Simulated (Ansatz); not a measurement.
# One shape, several levels: SiNH4 (SMILES N[SiH2])

We compute a comparison of 6 runs (UHF/STO-3G, U-r2SCAN0/STO-3G, UB3LYP/STO-3G, UCCSDT/STO-3G, UCCSDTQ/STO-3G, UCCSD/STO-3G) of SiNH4. 

The results are computed with Ansatz 0.2.0.

45 further runs of the same task are left out: 45 set aside as unsound or not needed.

## 1. Starting point

SiNH4 has 6 atoms, charge 0, and is taken as a doublet. SMILES: `N[SiH2]`. The Si2–N1 distance was set to 2.587 Å, away from the relaxed value. At this shape a bond of the SMILES string is far longer than usual.

Bond lengths: N1–H3 1.008 Å, N1–H4 1.008 Å, Si2–H5 1.493 Å, Si2–H6 1.493 Å. Angles: H3–N1–H4 110.9°, H5–Si2–H6 110.5°. A long bond or contact: N1–Si2 2.587 Å.

## 2. The energy at UHF/STO-3G (run 1)

Contents of in.yaml:

```yaml
crystal:
  periodic: [false, false, false]
  atoms:
    - symbol: N
      position_ang: [-0.247158, -1.702939, -0.049453]
    - symbol: Si
      position_ang: [0.307400, 0.815300, 0.161600]
    - symbol: H
      position_ang: [0.380142, -2.315339, -0.546753]
    - symbol: H
      position_ang: [-0.688458, -2.185939, 0.717247]
    - symbol: H
      position_ang: [0.657400, 1.307800, -1.204100]
    - symbol: H
      position_ang: [-0.921600, 1.498900, 0.664300]
basis:
  gaussian: {orbitals: STO-3G}
magnetization: {spin_polarized: true, initial_magnetization: 1}
hamiltonian: {xc: hf}
accuracy: high
```

Started as:

```sh
$ ansatz run in.yaml --threads 1 --pin off --max-ram 2610MiB --events-out events.jsonl --progress --plain --runs-dir runs
```

The log of the run:

```text
Warning: RAYON_NUM_THREADS=1 ignored (pool sized by the plan → 1); use --threads N
Functional definition: HF
  name "HF"
  exchange = exact_x
  correlation = 0
298 factors; integrals over basis functions are off by at most 1.1e-8 eV
mean field evaluation 1: about -9287.3527 eV, gradient 1.8e1 eV
mean field evaluation 2: about -9287.3964 eV, gradient 1.8e1 eV
mean field evaluation 4: about -9291.0998 eV, gradient 3.5e0 eV
mean field evaluation 8: about -9292.4533 eV, gradient 8.9e-1 eV
mean field evaluation 16: about -9292.5317 eV, gradient 1.5e-8 eV
mean field evaluation 32: about -9288.7028 eV, gradient 5.4e0 eV
mean field evaluation 64: about -9291.7137 eV, gradient 5.8e-1 eV
mean field evaluation 96: about -9290.4065 eV, gradient 9.5e-1 eV
mean field -9292.53174075 eV, -341.4942427682 hartree, gradient 1.5e-8 eV, S^2 1.015912; 2 other end points of the search recorded, 0 dependent functions left out
reference -9292.53174075 eV, -341.4942427682 hartree; 13, 12 occupied and 5, 6 virtual orbitals, 298 factors
Total energy: -9292.53174075 eV, -341.4942427682 hartree
```

Wall time 0.16 s (1 thread of Arm Neoverse V2, shared host).

## 3. The energy at U-r2SCAN0/STO-3G (run 2)

Contents of in.yaml:

```yaml
basis:
  gaussian:
    orbitals: STO-3G
crystal:
  periodic: [false, false, false]
  atoms:
    - symbol: "N"
      position_ang: [-0.247158, -1.702939, -0.049453]
    - symbol: Si
      position_ang: [0.307400, 0.815300, 0.161600]
    - symbol: H
      position_ang: [0.380142, -2.315339, -0.546753]
    - symbol: H
      position_ang: [-0.688458, -2.185939, 0.717247]
    - symbol: H
      position_ang: [0.657400, 1.307800, -1.204100]
    - symbol: H
      position_ang: [-0.921600, 1.498900, 0.664300]
magnetization:
  spin_polarized: true
  initial_magnetization: 1
hamiltonian:
  xc: {name: r2SCAN0}
accuracy: high
```

Started as:

```sh
$ ansatz run in.yaml --threads 1 --pin off --max-ram 2610MiB --events-out events.jsonl --progress --plain --runs-dir runs
```

The log of the run:

```text
Warning: RAYON_NUM_THREADS=1 ignored (pool sized by the plan → 1); use --threads N
Functional definition: r2SCAN0
  name "r2SCAN0"
  parameter a = 0.25
  parameter k0 = 0.174
  parameter k1 = 0.065
  parameter a1 = 4.9479
  exchange = (1 - a)*r2scan_x(k0 = k0, k1 = k1, a1 = a1) + a*exact_x
  correlation = r2scan_c
298 factors; integrals over basis functions are off by at most 1.1e-8 eV
mean field evaluation 1: about -9309.2515 eV, gradient 2.1e1 eV
mean field evaluation 2: about -9270.4354 eV, gradient 5.3e1 eV
mean field evaluation 4: about -9314.3043 eV, gradient 1.8e0 eV
mean field evaluation 8: about -9314.7008 eV, gradient 4.2e-1 eV
mean field evaluation 16: about -9314.6818 eV, gradient 8.2e-4 eV
mean field -9314.68180867 eV, -342.3082427506 hartree, gradient 2.2e-8 eV, S^2 0.885086; 0 other end points of the search recorded, 0 dependent functions left out
reference -9314.68180944 eV, -342.3082427788 hartree; 13, 12 occupied and 5, 6 virtual orbitals, 298 factors
Total energy: -9314.68180944 eV, -342.3082427788 hartree
```

Run time: 4.5 s. Hardware: 1 thread of Arm Neoverse V2, shared host; peak memory 0.22 GiB.

## 4. A single-point energy at UB3LYP/STO-3G (run 3)

Contents of input.yaml:

```yaml
crystal:
  periodic: [false, false, false]
  atoms:
    - {symbol: N, position_ang: [-0.247158, -1.702939, -0.049453]}
    - {symbol: Si, position_ang: [0.307400, 0.815300, 0.161600]}
    - {symbol: H, position_ang: [0.380142, -2.315339, -0.546753]}
    - {symbol: H, position_ang: [-0.688458, -2.185939, 0.717247]}
    - {symbol: H, position_ang: [0.657400, 1.307800, -1.204100]}
    - {symbol: H, position_ang: [-0.921600, 1.498900, 0.664300]}
basis:
  gaussian:
    orbitals: STO-3G
magnetization:
  spin_polarized: true
  initial_magnetization: 1
hamiltonian:
  xc: {name: B3LYP}
accuracy: high
```

Started as:

```sh
$ ansatz run input.yaml --threads 1 --pin off --max-ram 2610MiB --events-out events.jsonl --progress --plain --runs-dir runs
```

The log of the run:

```text
Warning: RAYON_NUM_THREADS=1 ignored (pool sized by the plan → 1); use --threads N
Functional definition: B3LYP
  name "B3LYP"
  parameter a0 = 0.2
  parameter ax = 0.72
  parameter ac = 0.81
  exchange = (1 - a0 - ax)*slater_x + ax*b88_x + a0*exact_x
  correlation = (1 - ac)*vwn_rpa_c + ac*lyp_c
298 factors; integrals over basis functions are off by at most 1.1e-8 eV
mean field evaluation 1: about -9310.5490 eV, gradient 2.2e1 eV
mean field evaluation 2: about -9266.0915 eV, gradient 5.7e1 eV
mean field evaluation 4: about -9315.8996 eV, gradient 6.7e0 eV
mean field evaluation 8: about -9316.3723 eV, gradient 3.6e-1 eV
mean field evaluation 16: about -9316.3409 eV, gradient 1.4e-4 eV
mean field -9316.34094351 eV, -342.3692148315 hartree, gradient 3.7e-8 eV, S^2 0.803116; 0 other end points of the search recorded, 0 dependent functions left out
reference -9316.34097365 eV, -342.3692159390 hartree; 13, 12 occupied and 5, 6 virtual orbitals, 298 factors
Total energy: -9316.34097365 eV, -342.3692159390 hartree
```

Wall time 1.7 s (1 thread of Arm Neoverse V2, shared host); peak memory 0.13 GiB.

Runs 4 to 5 aren't shown in full; the table further down has their settings and results.

## 5. A single-point energy at UCCSD/STO-3G (run 6)

Contents of run.yaml:

```yaml
crystal:
  periodic: [false, false, false]
  atoms:
    - {symbol: N, position_ang: [-0.247158, -1.702939, -0.049453]}
    - {symbol: Si, position_ang: [0.307400, 0.815300, 0.161600]}
    - {symbol: H, position_ang: [0.380142, -2.315339, -0.546753]}
    - {symbol: H, position_ang: [-0.688458, -2.185939, 0.717247]}
    - {symbol: H, position_ang: [0.657400, 1.307800, -1.204100]}
    - {symbol: H, position_ang: [-0.921600, 1.498900, 0.664300]}
basis:
  gaussian: {orbitals: STO-3G}
magnetization: {spin_polarized: true, initial_magnetization: 1}
correlation: {method: ccsd, frozen_orbitals: {H: 0, "N": 1, Si: 5}}
accuracy: high
scf: {omitted_lower_state_checks: [cluster_reference, increment]}
```

Started as:

```sh
$ ansatz run run.yaml --threads 1 --pin off --max-ram 2610MiB --events-out events.jsonl --progress --plain --runs-dir runs
```

The log of the run:

```text
Warning: RAYON_NUM_THREADS=1 ignored (pool sized by the plan → 1); use --threads N
[... 14 lines left out ...]
6 core orbitals not correlated: weight in the atoms' cores, before any rotation towards them, 1.000 or more for the frozen orbitals, at most 0.000 for the correlated occupied ones
[... 49 lines left out ...]
Total energy: -9295.21808872 eV, -341.5929642353 hartree
Checks for a lower state left out: cluster_reference, increment
```

Wall time 0.34 s (1 thread of Arm Neoverse V2, shared host).

## 6. The series

```csv
run,level,frozen core orbitals,energy (Eh),⟨S²⟩,wall time
1,UHF/STO-3G,–,-341.494243,1.016,0.16 s
2,U-r2SCAN0/STO-3G,–,-342.308243,0.885,4.5 s
3,UB3LYP/STO-3G,–,-342.369216,0.803,1.7 s
4,UCCSDT/STO-3G,6,-341.594917,1.016,0.84 s
5,UCCSDTQ/STO-3G,6,-341.595110,1.016,35 s
6,UCCSD/STO-3G,6,-341.592964,1.016,0.34 s
```

## 7. Summary of results

| quantity | value |
| --- | --- |
| run 6: total energy | -341.59296 Eh |
| run 6: correlation energy (6 core orbitals frozen) | -98.7 mEh |
| run 6: ⟨S²⟩ of the reference determinant | 1.016 |
| run 6: T1 diagnostic | 0.048 |

Below the UHF energy at the same shape and in the same basis (STO-3G): UCCSDT -100.7 mEh; UCCSDTQ -100.9 mEh; UCCSD -98.7 mEh. Totals of different functionals can't be ranked against each other. In runs 1, 2, 3, 4, 5, 6 the basis is minimal, so the values are rough. Spin contamination of the reference: run 1 ⟨S²⟩ = 1.02, run 4 ⟨S²⟩ = 1.02, run 5 ⟨S²⟩ = 1.02, run 6 ⟨S²⟩ = 1.02, run 2 ⟨S²⟩ = 0.89. All runs together took 42 s, the longest 35 s.
